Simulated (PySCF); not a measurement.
Coordinates in bohr (charge 0 multiplicity 1):
```
Si    0.0000    0.0000    0.0000
H    -1.6151   -1.6151    1.6151
H     1.6151   -1.6151   -1.6151
H    -1.6151    1.6151   -1.6151
H     1.6151    1.6151    1.6151
```

These are results of B3LYP/[Si def2-TZVP, H def2-TZVP], no relativity, density fitting, PySCF, not measurements.

This geometry of SiH₄ is a stationary point at this level.

Problem. What is the point group?

Solution. Td.

Problem. Is it a minimum?

Solution. Yes: all harmonic wavenumbers are real.

Problem. Which band is strongest in the infrared?

Solution. 925 cm⁻¹ (t2), 416 km/mol.

Problem. Give the atomic charges and bond orders.

Solution. 
```tsv
atom	Mulliken	Löwdin	polar tensor	Mayer order to Si1
Si1	0.20	0.21	0.95	–
H2,3,4,5	-0.05	-0.05	-0.24	0.96
```
